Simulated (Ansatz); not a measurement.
Dissociation curve of SMILES CCl. The C1–Cl5 bond (C1 also carries H, H, H; Cl5 carries nothing else) is stretched with both fragments frozen at the PBE0/def2-TZVP optimised geometry.

Levels: RCCSD = CCSD on RHF/cc-pVTZ, frozen core (Ansatz, a program for electronic structure); UMP2 = MP2 on UHF/cc-pVTZ, frozen core in Ansatz; RCCSD(T) = Ansatz with CCSD(T) on RHF/cc-pVTZ, frozen core; RHF/cc-pVTZ (Ansatz); UCCSD = CCSD on UHF/cc-pVTZ, frozen core in Ansatz.

Energies are in kcal/mol, each relative to the lowest point of its own curve near equilibrium.

```json
[
 {"R / Å": "1.44", "RCCSD": "57.1", "UMP2": "55.8", "RCCSD(T)": "57.5", "RHF": "58.3", "UCCSD": "57.1"},
 {"R / Å": "1.50", "RCCSD": "34.7", "UMP2": "33.7", "RCCSD(T)": "35.1", "RHF": "35.5", "UCCSD": "34.7"},
 {"R / Å": "1.59", "RCCSD": "13.7", "UMP2": "13.1", "RCCSD(T)": "14.0", "RHF": "14.0", "UCCSD": "13.7"},
 {"R / Å": "1.67", "RCCSD": "4.1", "UMP2": "3.8", "RCCSD(T)": "4.3", "RHF": "4.2", "UCCSD": "4.1"},
 {"R / Å": "1.71", "RCCSD": "1.6", "UMP2": "1.4", "RCCSD(T)": "1.7", "RHF": "1.6", "UCCSD": "1.6"},
 {"R / Å": "1.77", "RCCSD": "0.0", "UMP2": "0.0", "RCCSD(T)": "0.0", "RHF": "0.0", "UCCSD": "0.0"},
 {"R / Å": "1.85", "RCCSD": "0.9", "UMP2": "1.2", "RCCSD(T)": "0.8", "RHF": "1.1", "UCCSD": "0.9"},
 {"R / Å": "1.87", "RCCSD": "1.6", "UMP2": "2.0", "RCCSD(T)": "1.4", "RHF": "1.8", "UCCSD": "1.6"},
 {"R / Å": "1.96", "RCCSD": "6.1", "UMP2": "6.8", "RCCSD(T)": "5.6", "RHF": "6.5", "UCCSD": "6.1"},
 {"R / Å": "2.03", "RCCSD": "10.8", "UMP2": "11.8", "RCCSD(T)": "10.1", "RHF": "11.6", "UCCSD": "10.8"},
 {"R / Å": "2.16", "RCCSD": "21.3", "UMP2": "22.8", "RCCSD(T)": "20.1", "RHF": "22.7", "UCCSD": "21.3"},
 {"R / Å": "2.43", "RCCSD": "44.6", "UMP2": "59.3", "RCCSD(T)": "41.9", "RHF": "47.8", "UCCSD": "45.7"},
 {"R / Å": "2.70", "RCCSD": "65.5", "UMP2": "78.5", "RCCSD(T)": "60.4", "RHF": "71.1", "UCCSD": "65.9"},
 {"R / Å": "2.95", "RCCSD": "81.0", "UMP2": "86.5", "RCCSD(T)": "72.0", "RHF": "89.5", "UCCSD": "76.7"},
 {"R / Å": "3.23", "RCCSD": "—", "UMP2": "90.6", "RCCSD(T)": "—", "RHF": "106.6", "UCCSD": "82.1"},
 {"R / Å": "3.54", "RCCSD": "—", "UMP2": "92.6", "RCCSD(T)": "—", "RHF": "121.7", "UCCSD": "84.5"},
 {"R / Å": "3.89", "RCCSD": "—", "UMP2": "93.6", "RCCSD(T)": "—", "RHF": "135.0", "UCCSD": "85.5"},
 {"R / Å": "4.37", "RCCSD": "—", "UMP2": "94.1", "RCCSD(T)": "—", "RHF": "148.6", "UCCSD": "86.1"},
 {"R / Å": "4.70", "RCCSD": "—", "UMP2": "94.3", "RCCSD(T)": "—", "RHF": "155.6", "UCCSD": "86.2"},
 {"R / Å": "5.31", "RCCSD": "—", "UMP2": "94.4", "RCCSD(T)": "—", "RHF": "164.7", "UCCSD": "86.4"},
 {"R / Å": "6.28", "RCCSD": "—", "UMP2": "94.5", "RCCSD(T)": "—", "RHF": "173.4", "UCCSD": "86.4"}
]
```

At the longest distance, 6.28 Å, RHF lies highest above its minimum (173.4 kcal/mol) and UCCSD lowest (86.4 kcal/mol).

Dashes: no converged value, or the column stops at the first point that the program doubted or that broke a chosen test of continuity, which isn't proof of a fault.

The T1 diagnostic of CCSD on the restricted reference of RCCSD, RCCSD(T) exceeds 0.045 at 2.95 to 6.28 Å. The unrestricted determinant behind UMP2, UCCSD is spin-contaminated at 2.43 to 6.28 Å (<S²> up to 1.0, against 0.00 for a pure singlet). The restricted form behind RHF keeps the bonding electrons paired and can't separate into open-shell fragments.
